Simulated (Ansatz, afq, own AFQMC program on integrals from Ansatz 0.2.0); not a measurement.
Two steps: Ansatz 0.2.0 writes the Fock matrix and Cholesky factors of the valence space, and afq projects on them the lowest state that overlaps trial and start.

```yaml
crystal:
  periodic: [false, false, false]
  atoms:
    - {symbol: N, position_ang: [-1.766280, 0.019973, -0.019236]}
    - {symbol: H, position_ang: [-2.063560, 0.987807, -0.019236]}
    - {symbol: H, position_ang: [-2.063559, -0.382326, 0.861023]}
    - {symbol: H, position_ang: [-0.753819, 0.019973, -0.019236]}
    - {symbol: Si, position_ang: [1.005720, 0.019973, -0.019236]}
    - {symbol: H, position_ang: [1.402155, -1.459540, -0.019236]}
basis:
  gaussian: {orbitals: cc-pVTZ}
magnetization: {spin_polarized: true, initial_magnetization: 1}
correlation: {method: ccsd_t, electrons: outside_noble_gas, hamiltonian_folder: ham}
```

```sh
$ ansatz run in.yaml --threads 1 --pin off --events-out ev --progress --plain --max-ram 16896MiB --backend cuda --devices 0, --max-vram 18GiB
```

afq runs on the folder ham with

```
--method phaseless --trial cisd --walkers 600 --populations 10 --least-time 60 --time-step 0.005 --steps-per-block 50 --equilibration-blocks 28 --max-blocks 4000 --target-error 0.00021 --factor-cut 1e-05 --start spin_pure --seed 246 --release-times 0.24,0.51,0.99,1.62,2.4 --release-step 0.03 --release-every 3 --taylor-order 6
```

Times are imaginary, in 1/Eh. The walk had a cap of 230 s. With eight or more populations the least sampling time is a fifth of least-time, and the error comes from their spread.

Output of the walk:

```
orbitals 114  electrons 7 6  factors 681 of 687
reference energy -345.62436083 Eh
CCSD correlation -0.36129674 Eh in 20 cycles, weight of the determinant in the CISD state 0.8499
energy of the start -345.981571 Eh
 block  time / (1/Eh)  mean weight  energy / Eh
     1     0.250  0.9999  -345.979957
     2     0.500  0.9990  -345.984598
     3     0.750  0.9987  -345.988250
     4     1.000  1.0000  -345.991034
     5     1.250  0.9986  -345.993630
     8     2.000  1.0003  -345.994648
    13     3.250  1.0004  -346.000633
    31     7.750  1.0009  -346.002018
    49    12.250  0.9993  -345.996460
    67    16.750  0.9999  -345.996976
    85    21.250  1.0008  -345.997494
   103    25.750  0.9990  -346.001822
   121    30.250  0.9988  -345.997354
   139    34.750  0.9991  -345.999635
   157    39.250  1.0005  -345.998634
   175    43.750  0.9997  -345.995940
   193    48.250  1.0011  -346.000456
   199    49.750  1.0008  -345.995208
   211    52.750  0.9999  -345.997262
   229    57.250  0.9999  -345.999421
   241    60.250  1.0004  -346.005209
   247    61.750  1.0008  -345.996869
error from the spread of 10 populations
released: time / (1/Eh)  energy / Eh  error  mean overlap
  0.24  -345.999573  0.000288  0.9969
  0.51  -345.999984  0.000346  0.9926
  0.99  -346.000046  0.000332  0.9905
  1.62  -346.000275  0.000392  0.9877
  2.40  -346.000444  0.000311  0.9794
energy -345.999178 +/- 0.000441 Eh
(rows thinned)
```

The run passed its tests (sampling time, drift between the halves within three errors, error under three times the target), which doesn't prove that it has relaxed, ending at its cap on processor time.

Against this walk (error 12.0 meV) on the same determinant: CCSD(T) 14.9 meV higher (within the noise). The error is statistical and leaves out the bias of the constraint. Released to 2.40 1/Eh the energy lies 34 ± 15 meV (both errors) below the phaseless value, which shows part or all of the bias of the constraint, and CCSD(T) lies 49.3 meV above the released value.

Cautions: constraint bias not in the error; error above the target (12.0 against 5.7 meV).

The walk took 3.8 min on 1 × NVIDIA H100 80GB HBM3 with 2 threads of AMD EPYC 7R13 Processor (Zen 3), with other jobs on the host (the card was shared). The log's last line is the phaseless energy.
